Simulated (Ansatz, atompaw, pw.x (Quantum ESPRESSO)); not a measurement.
W (Z = 74): does the PAW (atompaw) potential hold in the solid?

* Element: tungsten
* Generator: atompaw 4.2.0.5
* Type: PAW
* Functional: PBEsol
* Relativity: scalar-relativistic
* Frozen core: [Kr] 4d10 4f14
* Valence charge: 14
* Reference configuration: 5s2 5p6 5d4 6s1.5 6p0.5
* Partial waves: 5s (bound): rc 1.55 bohr; 6s (bound): rc 2.25 bohr; 5p (bound): rc 1.35 bohr; 6p (bound): rc 2.25 bohr; 5d (bound): rc 2.00 bohr; 5d channel at 1.45 Ry: rc 2.00 bohr
* Local potential: ultrasoft scheme with l = 3 at 0.5 Ry, radius 1.65 bohr
* Core correction: smooth core density matched at 1.90 bohr
* Augmentation charge: sinc compensation charge, radius 1.65 bohr; PAW radius 2.25 bohr; waves and projectors: custom polynom vanderbiltortho

Crystal test: fcc W in pw.x 7.5, no spin, 14³ k-points, Fermi–Dirac smearing 0.01 Ry, cutoffs 70/700 Ry. The lattice is a test structure that the element need not adopt, and mesh and smearing are coarse.

pw.x input:

```
&control
  calculation='scf', prefix='x', pseudo_dir='./', outdir='./tmp', tstress=.true., disk_io='none'
/
&system
  ibrav=0, nat=1, ntyp=1, ecutwfc=70, ecutrho=700, nbnd=15,
  occupations='smearing', smearing='fd', degauss=0.01
/
&electrons
  conv_thr=1e-09, mixing_beta=0.4, electron_maxstep=70
/
ATOMIC_SPECIES
W 1.0 W.UPF
CELL_PARAMETERS angstrom
  0.00000000 1.99979164 1.99979164
  1.99979164 0.00000000 1.99979164
  1.99979164 1.99979164 0.00000000
ATOMIC_POSITIONS crystal
W 0.0000 0.0000 0.0000
K_POINTS automatic
14 14 14 0 0 0
```

```bash
pw.x < W.scf.in > W.scf.out
```

Task: How does the run end?

Result: It converges; the pressure is -0.91 GPa against 0.14 GPa from all-electron LAPW.  The log shows:

```
     scf convergence threshold =      1.0E-09
     Exchange-correlation= SLA PW PSX PSC
     number of k points=   104  Fermi-Dirac smearing, width (Ry)=  0.0100
     iteration #  1     ecut=    70.00 Ry     beta= 0.40
     total energy              =    -750.78342089 Ry
     estimated scf accuracy    <       0.05895821 Ry
     iteration #  2     ecut=    70.00 Ry     beta= 0.40
     total energy              =    -750.78468045 Ry
     estimated scf accuracy    <       0.00749725 Ry
     iteration #  3     ecut=    70.00 Ry     beta= 0.40
     total energy              =    -750.78558217 Ry
     estimated scf accuracy    <       0.00050052 Ry
     iteration #  4     ecut=    70.00 Ry     beta= 0.40
     total energy              =    -750.78561356 Ry
     estimated scf accuracy    <       0.00000655 Ry
     iteration #  5     ecut=    70.00 Ry     beta= 0.40
     total energy              =    -750.78561611 Ry
     estimated scf accuracy    <       0.00000172 Ry
     iteration #  6     ecut=    70.00 Ry     beta= 0.40
     total energy              =    -750.78561632 Ry
     estimated scf accuracy    <       0.00000004 Ry
     iteration #  7     ecut=    70.00 Ry     beta= 0.40
     total energy              =    -750.78561632 Ry
     estimated scf accuracy    <          3.2E-09 Ry
     iteration #  8     ecut=    70.00 Ry     beta= 0.40
     the Fermi energy is    21.3829 ev
!    total energy              =    -750.78561632 Ry
     estimated scf accuracy    <          5.1E-11 Ry
     smearing contrib. (-TS)   =      -0.00511295 Ry
     The total energy is F=E-TS. E is the sum of the following terms:
     one-electron contribution =     -11.15902089 Ry
     hartree contribution      =      17.58829718 Ry
     xc contribution           =     -16.44213987 Ry
     ewald contribution        =    -118.89640834 Ry
     one-center paw contrib.   =    -621.87123146 Ry
     convergence has been achieved in   8 iterations
          total   stress  (Ry/bohr**3)                   (kbar)     P=       -9.10
     Message from routine punch:
     Nothing written, as per user request (disk_io='none')
```
